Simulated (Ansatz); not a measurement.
System: rock-salt TiN. Method: PBE (Ansatz, a first-principles code, PAW).

Settings: plane-wave cutoff 520 eV, 16×16×16 k mesh, Fermi–Dirac smearing 0.1 eV, perturbation theory, force constants from a 4×4×4 q mesh, no spin polarisation, scalar-relativistic PAW data made under PBE.

Computed at the level's own relaxed cell. Harmonic vibrational thermodynamics at fixed volume:

```tsv
T (K)	S_vib (J/K per mol of atoms)	C_V (J/K per mol of atoms)	F_vib (eV/atom)
300	15.82	18.69	0.0514
400	21.55	21.03	0.0320
500	26.39	22.31	0.0071
700	34.13	23.53	-0.0560
800	37.29	23.85	-0.0931
900	40.11	24.07	-0.1332
1000	42.66	24.23	-0.1761
```

The crystal is taken as a harmonic solid at every temperature: melting, phase changes and thermal expansion are not seen, nor the electrons' share in a metal.
